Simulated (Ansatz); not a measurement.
C₃H₇NO (`C=C(N)CO`). Charge 0, multiplicity 1.

```xyz
12

C    -1.0373    1.2273   -0.3540
C    -0.3012    0.1181   -0.2287
N    -0.1176   -0.8261   -1.2124
C     0.4266   -0.1903    1.0511
O     1.7035   -0.7594    0.8485
H    -1.6203    1.4351   -1.2436
H    -1.0696    1.9506    0.4488
H     0.2463   -1.7170   -0.9212
H    -0.7815   -0.8529   -1.9660
H    -0.1361   -0.9438    1.6123
H     0.4730    0.7154    1.6652
H     2.2143   -0.1571    0.2999
```

Problem. List the harmonic frequencies (cm⁻¹, unscaled) at PBE0-D4/def2-TZVP in Ansatz. (Best estimate.)

Solution. The calculation gave: 94, 263, 272, 405, 408, 456, 479, 625, 720, 805, 882, 977, 1002, 1101, 1126, 1207, 1351, 1389, 1422, 1448, 1488, 1637, 1722, 3040, 3082, 3170, 3263, 3610, 3727, 3849.

Problem. Is this a minimum?

Solution. Yes, all 30 modes are real.

Problem. Give the ideal-gas thermochemistry at 298.15 K and 1 bar (rigid rotor, harmonic oscillator; point group C1, symmetry number 1).

Solution. Zero-point energy 269.3 kJ/mol; H(298) − E = 288.0 kJ/mol; entropy 318.0 J/(mol·K), of which translation 162.4, rotation 106.8, vibration 48.8; G(298) − E = 193.1 kJ/mol. Modes under 100 cm⁻¹ are hindered rotations or soft bends, so the harmonic entropy is rough.
